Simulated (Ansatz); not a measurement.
# SiH+ (singlet): PBE, r2SCAN, PBE0, B3LYP, BHLYP, CAM-B3LYP, wB97M-V, B2PLYP, RPA-PBE over vertical gaps between states, cc-pVQZ, part 2 of 2

Ansatz 0.2.0, Gaussian basis; cc-pVQZ, all electrons in the functionals, frozen cores in the correlation of double hybrids and RPA. The steps go on from the part before.

## Step 15: wB97M-V, charge 1, triplet

in.yaml reads:

```yaml
crystal:
  periodic: [false, false, false]
  atoms:
    - {symbol: Si, position_ang: [0.000000, 0.000000, 0.000000]}
    - {symbol: H, position_ang: [0.000000, 0.000000, 1.518600]}
basis:
  gaussian: {orbitals: cc-pVQZ}
total_charge: 1
magnetization: {spin_polarized: true, initial_magnetization: 2}
hamiltonian: {xc: {name: wB97M-V}}
output: {orbitals: {seedname: orbitals}}
```

Launch:

```console
$ ansatz run in.yaml --threads 1 --pin off --events-out ev --progress --plain --max-ram 2393MiB
```

The program printed, shortened:

```text
Functional definition: wB97M-V
  name "wB97M-V"
  cite "Mardirossian & Head-Gordon, J. Chem. Phys. 144, 214110 (2016) doi:10.1063/1.4952647"
  cite "Becke, J. Chem. Phys. 107, 8554 (1997) doi:10.1063/1.475007"
  cite "Vydrov & Van Voorhis, J. Chem. Phys. 133, 244103 (2010) doi:10.1063/1.3521275"
  # Of w^i u^j: cxij and so on, Table III.
[...]
  gx(w, u) = 1 - cx + cx01*u + cx10*w
  gss(w, u) = css00 + css04*u^4 + css10*w + css20*w^2 + css43*w^4*u^3
  gos(w, u) = cos00 + cos10*w + (cos20 + cos21*u)*w^2 + (cos60 + cos61*u)*w^6
[...]
      + integral(e_c_pw_mod_opposite_spin*gos(b97_w_opposite, b97_u_opposite)) + vv10(b, c)
365 factors; their error is unknown
89 factors; integrals over basis functions are off by at most 1.6e-4 eV
[...]
mean field -7880.44659049 eV, -289.6010706418 hartree, gradient 8.2e-6 eV, S^2 2.004316; 0 other end points of the search recorded, 0 dependent functions left out
reference -7880.44662763 eV, -289.6010720067 hartree; 8, 6 occupied and 81, 83 virtual orbitals, 365 factors
Total energy: -7880.44662763 eV, -289.6010720067 hartree
```

It took 3.1 s on 1 thread of Arm Neoverse V2, shared host.

From the report: ⟨S²⟩ of the determinant 2.004 (pure triplet: 2.00).

From charge 1, singlet: +2.394 eV.

## Step 16: B2PLYP, charge 1, singlet

in.yaml reads:

```yaml
crystal:
  periodic: [false, false, false]
  atoms:
    - {symbol: Si, position_ang: [0.000000, 0.000000, 0.000000]}
    - {symbol: H, position_ang: [0.000000, 0.000000, 1.518600]}
basis:
  gaussian: {orbitals: cc-pVQZ}
total_charge: 1
magnetization: {spin_polarized: true, initial_magnetization: 0}
hamiltonian: {xc: {name: B2PLYP}}
correlation: {electrons: outside_noble_gas}
```

The command is unchanged.

The program printed, shortened:

```text
Functional definition: B2PLYP
  name "B2PLYP"
  cite "Grimme, J. Chem. Phys. 124, 034108 (2006) doi:10.1063/1.2148954"
  cite "Becke, Phys. Rev. A 38, 3098 (1988) doi:10.1103/PhysRevA.38.3098"
  cite "Lee, Yang & Parr, Phys. Rev. B 37, 785 (1988) doi:10.1103/PhysRevB.37.785"
[...]
524 factors; integrals over basis functions are off by at most 1.3e-3 eV
[...]
mean field -7879.40373954 eV, -289.5627465763 hartree, gradient 4.0e-6 eV, S^2 0.000000; 2 other end points of the search recorded, 0 dependent functions left out
5 core orbitals not correlated: weight in the atoms' cores, before any rotation towards them, 1.000 or more for the frozen orbitals, at most 0.000 for the correlated occupied ones
reference -7879.40385182 eV, -289.5627507027 hartree; 2, 2 occupied and 82, 82 virtual orbitals, 524 factors
second order -2.54660451 eV of doubles, -0.00000000 eV of singles
Total energy: -7880.09143504 eV, -289.5880189198 hartree
```

It took 1.6 s on 1 thread of Arm Neoverse V2, shared host.

From the report: ⟨S²⟩ of the determinant 0.000 (pure singlet: 0.00).

## Step 17: B2PLYP, charge 1, triplet

in.yaml, as its differences from that of step 16:

```diff
@@ -8,3 +8,3 @@
 total_charge: 1
-magnetization: {spin_polarized: true, initial_magnetization: 0}
+magnetization: {spin_polarized: true, initial_magnetization: 2}
 hamiltonian: {xc: {name: B2PLYP}}
```

Same command.

The program printed, shortened:

```text
Functional definition: B2PLYP
  name "B2PLYP"
  cite "Grimme, J. Chem. Phys. 124, 034108 (2006) doi:10.1063/1.2148954"
  cite "Becke, Phys. Rev. A 38, 3098 (1988) doi:10.1103/PhysRevA.38.3098"
  cite "Lee, Yang & Parr, Phys. Rev. B 37, 785 (1988) doi:10.1103/PhysRevB.37.785"
[...]
524 factors; integrals over basis functions are off by at most 1.3e-3 eV
[...]
mean field -7877.39402120 eV, -289.4888907897 hartree, gradient 3.5e-6 eV, S^2 2.010003; 0 other end points of the search recorded, 0 dependent functions left out
5 core orbitals not correlated: weight in the atoms' cores, before any rotation towards them, 1.000 or more for the frozen orbitals, at most 0.000 for the correlated occupied ones
reference -7877.39413589 eV, -289.4888950045 hartree; 3, 1 occupied and 81, 83 virtual orbitals, 524 factors
second order -1.86716428 eV of doubles, -0.00000000 eV of singles
Total energy: -7877.89827025 eV, -289.5074216004 hartree
```

Wall time 1.2 s (1 thread of Arm Neoverse V2, shared host).

From the report: ⟨S²⟩ of the determinant 2.010 (pure triplet: 2.00).

From charge 1, singlet: +2.193 eV.

## Step 18: RPA-PBE, charge 1, singlet

in.yaml reads:

```yaml
crystal:
  periodic: [false, false, false]
  atoms:
    - {symbol: Si, position_ang: [0.000000, 0.000000, 0.000000]}
    - {symbol: H, position_ang: [0.000000, 0.000000, 1.518600]}
basis:
  gaussian: {orbitals: cc-pVQZ}
total_charge: 1
magnetization: {spin_polarized: true, initial_magnetization: 0}
hamiltonian: {xc: {name: PBE}}
correlation: {method: rpa, electrons: outside_noble_gas}
```

Launched as before.

The program printed, shortened:

```text
Functional definition: PBE
  name "PBE"
  cite "Perdew, Burke & Ernzerhof, Phys. Rev. Lett. 77, 3865 (1996) doi:10.1103/PhysRevLett.77.3865"
  parent pbe
[...]
524 factors; integrals over basis functions are off by at most 1.3e-3 eV
[...]
mean field -7879.00198604 eV, -289.5479824077 hartree, gradient 6.1e-7 eV, S^2 0.000000; 2 other end points of the search recorded, 0 dependent functions left out
5 core orbitals not correlated: weight in the atoms' cores, before any rotation towards them, 1.000 or more for the frozen orbitals, at most 0.000 for the correlated occupied ones
reference -7868.37586772 eV, -289.1574797621 hartree; 2, 2 occupied and 82, 82 virtual orbitals, 524 factors
Total energy: -7873.20657686 eV, -289.3350050485 hartree
```

It took 1.4 s on 1 thread of Arm Neoverse V2, shared host.

From the report: ⟨S²⟩ of the determinant 0.000 (pure singlet: 0.00).

## Step 19: RPA-PBE, charge 1, triplet

in.yaml, as its differences from that of step 18:

```diff
@@ -8,3 +8,3 @@
 total_charge: 1
-magnetization: {spin_polarized: true, initial_magnetization: 0}
+magnetization: {spin_polarized: true, initial_magnetization: 2}
 hamiltonian: {xc: {name: PBE}}
```

Same command.

The program printed, shortened:

```text
Functional definition: PBE
  name "PBE"
  cite "Perdew, Burke & Ernzerhof, Phys. Rev. Lett. 77, 3865 (1996) doi:10.1103/PhysRevLett.77.3865"
  parent pbe
[...]
524 factors; integrals over basis functions are off by at most 1.3e-3 eV
[...]
mean field -7876.99461909 eV, -289.4742130330 hartree, gradient 9.5e-6 eV, S^2 2.003486; 2 other end points of the search recorded, 0 dependent functions left out
5 core orbitals not correlated: weight in the atoms' cores, before any rotation towards them, 1.000 or more for the frozen orbitals, at most 0.000 for the correlated occupied ones
reference -7866.77073004 eV, -289.0984920402 hartree; 3, 1 occupied and 81, 83 virtual orbitals, 524 factors
Total energy: -7870.98924012 eV, -289.2535194263 hartree
```

Wall time 1.7 s (1 thread of Arm Neoverse V2, shared host).

From the report: ⟨S²⟩ of the determinant 2.003 (pure triplet: 2.00).

From charge 1, singlet: +2.217 eV.

## Step 20: Against the wave-function levels

The yardstick is full CI for this spin, exact in this basis with these frozen cores. It and the other wave-function rows come from earlier runs at the same points. Energies in eV, counted from charge 1, singlet; blanks weren't run or aren't comparable.

| level | singlet to triplet |
| --- | --- |
| FCI | 2.256 |
| PBE | 2.007 |
| r2SCAN | 1.766 |
| PBE0 | 1.977 |
| B3LYP | 2.190 |
| BHLYP | 2.151 |
| CAM-B3LYP | 2.167 |
| wB97M-V | 2.394 |
| B2PLYP | 2.193 |
| RPA-PBE | 2.217 |
| RHF | 1.654 |
| UHF | 1.545 |
| RMP2 | 2.163 |
| UMP2 | 2.138 |
| RCCSD | 2.274 |
| RCCSD(T) | 2.262 |
| UCCSD(T) | 2.260 |
| RCCSDT(Q) | 2.256 |
| UCCSDT(Q) | 2.254 |

Largest miss and mean time a point (FCI took 25 s a point; shared hosts):

| level | largest miss (eV) | where | time a point |
| --- | --- | --- | --- |
| PBE | -0.249 | singlet to triplet | 0.89 s |
| r2SCAN | -0.490 | singlet to triplet | 2.8 s |
| PBE0 | -0.279 | singlet to triplet | 0.95 s |
| B3LYP | -0.067 | singlet to triplet | 0.85 s |
| BHLYP | -0.105 | singlet to triplet | 1.3 s |
| CAM-B3LYP | -0.089 | singlet to triplet | 0.99 s |
| wB97M-V | +0.137 | singlet to triplet | 3 s |
| B2PLYP | -0.063 | singlet to triplet | 1.4 s |
| RPA-PBE | -0.039 | singlet to triplet | 1.5 s |
| RHF | -0.602 | singlet to triplet |  |
| UHF | -0.711 | singlet to triplet |  |
| RMP2 | -0.093 | singlet to triplet |  |
| UMP2 | -0.118 | singlet to triplet |  |
| RCCSD | +0.018 | singlet to triplet |  |
| RCCSD(T) | +0.006 | singlet to triplet | 2.7 s |
| UCCSD(T) | +0.004 | singlet to triplet | 2 s |
| RCCSDT(Q) | 0.000 | singlet to triplet | 25 s |
| UCCSDT(Q) | -0.002 | singlet to triplet | 43 s |

## Step 21: What came out

The summary covers parts 1 to 2.

| quantity | value |
| --- | --- |
| singlet to triplet, FCI | 2.256 eV |
| largest miss, PBE | -0.249 eV (singlet to triplet) |
| largest miss, r2SCAN | -0.490 eV (singlet to triplet) |
| largest miss, PBE0 | -0.279 eV (singlet to triplet) |
| largest miss, B3LYP | -0.067 eV (singlet to triplet) |
| largest miss, BHLYP | -0.105 eV (singlet to triplet) |
| largest miss, CAM-B3LYP | -0.089 eV (singlet to triplet) |
| largest miss, wB97M-V | +0.137 eV (singlet to triplet) |
| largest miss, B2PLYP | -0.063 eV (singlet to triplet) |
| largest miss, RPA-PBE | -0.039 eV (singlet to triplet) |
| largest miss, RCCSD(T) | +0.006 eV (singlet to triplet) |
| largest miss, UCCSD(T) | +0.004 eV (singlet to triplet) |

What this shows: Of the functionals, RPA-PBE keep the smallest largest miss at the points compared (at most 0.039 eV) and r2SCAN strays most (0.490 eV, at singlet to triplet). Functionals and the yardstick converge differently with the basis, so part of each miss in cc-pVQZ is the basis.
